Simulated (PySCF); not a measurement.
Species: C₃H₄.
Cartesian coordinates in Å at the GFN2-xTB level; atoms count from 1:
```
atom  x, y, z in Å
C1    -0.586    0.661   -0.076
C2    -0.620   -0.631    0.034
C3     0.749   -0.017    0.018
H4    -1.074    1.599   -0.172
H5    -1.156   -1.544    0.098
H6     1.321    0.046    0.939
H7     1.369   -0.109   -0.868
```

ESP-fitted charges (e) from the PBE0/pcSseg-1 density (PySCF), one withheld:

```csv
atom,bonded to,charge
C1,C2 C3 H4,-0.1762
C2,C1 C3 H5,-0.1769
C3,C2 C1 H6 H7,?
H4,C1,+0.1764
H5,C2,+0.1766
H6,C3,+0.0735
H7,C3,+0.0716
```

(1) What is the charge on C3?

(2) Add each hydrogen's charge to the atom that carries it.

(3) Across which bond do the charges differ most?

(4) Take the bonds between elements whose Pauling electronegativities differ by more than 0.25. In how many does the more electronegative atom carry the lower charge?

(5) How much positive and how much negative charge does this set hold in all?

Answers

(1) The charges add up to the total charge, 0. The others sum to +0.1450, which leaves -0.1450 e for C3 (allylic carbon); the computed value is -0.1451, the difference coming from rounding.

(2) C1 +0.0002, C2 -0.0003, C3 0.0000.

(3) H5–C2: +0.1766 on H5 against -0.1769 on C2, a difference of 0.3535 e (C1–H4 within 0.003 e of it). The lower charge is on the more electronegative element of the two (Pauling values: C 2.55, H 2.20).

(4) In 4 of 4.

(5) +0.4981 e on 4 atoms and -0.4982 e on 3.

The ESP scheme fits charges at the nuclei, held to the total charge, to the electrostatic potential on points at 1.4 to 2.0 times the van der Waals radii. Isolated species at its GFN2-xTB geometry, gas phase.
